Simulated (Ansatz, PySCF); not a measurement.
nitrogen dioxide (NO2), SMILES [O]N=O, multiplicity 2. Atoms are numbered in the order given.

```xyz
3

O      0.0000     1.1015     0.1425
N      0.0000     0.0000    -0.3217
O      0.0000    -1.1015     0.1424
```
Charge 0, spin multiplicity 2.

The structure is a stationary point at TPSSh-D3(BJ)/def2-TZVP.

Two levels are set side by side: PBE-D3(BJ)/def2-TZVP (Ansatz, a first-principles code) and TPSSh-D3(BJ)/def2-TZVP (PySCF). Each level has its own optimised geometry; the coordinates shown are those of the second. Frequencies come from the Hessian of PySCF at each geometry. Differences are taken from unrounded values.

```csv
quantity,TPSSh-D3(BJ),PBE-D3(BJ),PBE-D3(BJ) minus TPSSh-D3(BJ)
mean bond length (Å),1.195,1.204,0.009
bond O1–N2 (Å),1.195,1.204,0.009
bond N2–O3 (Å),1.195,1.204,0.009
highest harmonic wavenumber (cm⁻¹),1683,1653,-30
mean harmonic wavenumber (cm⁻¹),1272,1244,-28
zero-point energy (kcal/mol),5.46,5.33,-0.12
```

Exact exchange shortens and stiffens bonds; PBE has none. Differences between two approximate levels are no errors against the true value.
